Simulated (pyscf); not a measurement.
`[SiH3][NH][SiH3]` + `[OH2]` -> `[SiH2]` [singlet] + `[NH2][SiH3]` + `[OH2]`, a multi-bond step (singlet surface; N–Si, H–Si, H–O broken, H–N, H–O formed). Structures and frequencies: ωB97X-D3(BJ)/def2-SVP in PySCF. Energies in kJ/mol from the separated reactants.

AM1 to PM7: differences of heats of formation from MOPAC, which are fitted to 298 K values and so differ in kind from electronic energies by zero-point and thermal terms. 

Problem. Quick AM1 single points give ΔE‡ = 350.2 kJ/mol and ΔE = +337.9 kJ/mol. What does ωB97M-D3(BJ)/def2-TZVP give, and how far is the quick result from it?

Solution. ωB97M-D3(BJ)/def2-TZVP gives ΔE‡ = 214.2 kJ/mol and ΔE = +283.9 kJ/mol. AM1 lies 136.0 kJ/mol over it in the barrier and 54.0 kJ/mol over it in the reaction energy, so on this step it does not hold to within 12.6 kJ/mol. ωB97M-D3(BJ)/def2-TZVP has limits of its own. On the reactant side the descent ends in a complex (not fully relaxed), 17.5 kJ/mol under the separated species and 235.2 kJ/mol under the saddle at ωB97X-D3(BJ)/def2-TZVP. On the product side the descent ends in an adduct with a N–Si contact, 179.0 kJ/mol under the separated species and 86.7 kJ/mol under the saddle at ωB97X-D3(BJ)/def2-TZVP. At ωB97M-D3(BJ) the saddle lies under the separated products, which points to a path from their complex (located at ωB97X-D3(BJ) alone), and parting the products costs more than the saddle. What is counted as broken (N–Si) persists as a longer contact in the product adduct; parting that adduct is a step of its own. The same reactants have a lower exit, to HO–SiH₃ + H₂N–SiH₃ (barrier +95.8 kJ/mol at ωB97M-D3(BJ)/def2-TZVP, against +214.2 kJ/mol here). This is the saddle that the search found; another between the same sides may lie lower.
